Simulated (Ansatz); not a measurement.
# AlClH₂N radical: how energies converge with the basis set

The task here is to estimate one member of a computed series from the others.

Program: Ansatz 0.2.0, Gaussian basis. Level of theory: one geometry, several basis sets. These are calculated values, not measurements.

Plan: PBE0-D4/def2-SVP; ωB97M-V/def2-SVP; PBE0-D4/def2-QZVPP; ωB97M-V/def2-QZVPP; the functionals' def2-TZVPP values are taken from earlier runs.

## The geometry

All runs share one geometry, relaxed beforehand with PBE0-D4 in a triple-zeta def2 set.

SMILES `[NH2][Al][Cl]`, 5 atoms, charge 0, spin multiplicity 2.

Atoms are counted from 1 here; the program's logs count them from 0.

Bond lengths: N1–Al2 1.765 Å, N1–H4 1.007 Å, N1–H5 1.009 Å, Al2–Cl3 2.116 Å. Angles: Al2–N1–H4 124.9°, Al2–N1–H5 124.1°, H4–N1–H5 111.0°, N1–Al2–Cl3 116.7°.

Set-up of the first run:

Contents of in.yaml:

```yaml
crystal:
  periodic: [false, false, false]
  atoms:
    - {symbol: N, position_ang: [-0.549443, 0.461698, -0.231976]}
    - {symbol: Al, position_ang: [0.402602, -0.291636, 1.049148]}
    - {symbol: Cl, position_ang: [1.906992, -1.649745, 0.440767]}
    - {symbol: H, position_ang: [-1.293642, 1.123271, -0.083460]}
    - {symbol: H, position_ang: [-0.416609, 0.282712, -1.215879]}
basis:
  gaussian: {orbitals: def2-SVP}
magnetization: {spin_polarized: true, initial_magnetization: 1}
hamiltonian: {xc: pbe0, dispersion: d4}
output: {orbitals: {seedname: orbitals}}
```

Steps of the session up to this table: PBE0-D4 in def2-SVP; ωB97M-V in def2-SVP; PBE0-D4 in def2-QZVPP; ωB97M-V in def2-QZVPP.

One of the session's tables, all rows but one given; the rest of the session is left out.

It belongs to the step «Density functionals: the series». 

| functional | basis | HOMO (eV) | LUMO (eV) |
| --- | --- | --- | --- |
| PBE0-D4 | def2-SVP | ? | ? |
| PBE0-D4 | def2-TZVPP | -6.13 | -2.61 |
| PBE0-D4 | def2-QZVPP | -6.18 | -2.66 |
| ωB97M-V | def2-SVP | -7.63 | -1.15 |
| ωB97M-V | def2-TZVPP | -7.77 | -1.17 |
| ωB97M-V | def2-QZVPP | -7.86 | -1.27 |

**Question.** Estimate the row for PBE0-D4, def2-SVP.

As computed: HOMO (eV): -6.00; LUMO (eV): -2.54. In the column «HOMO (eV)» it is the highest.
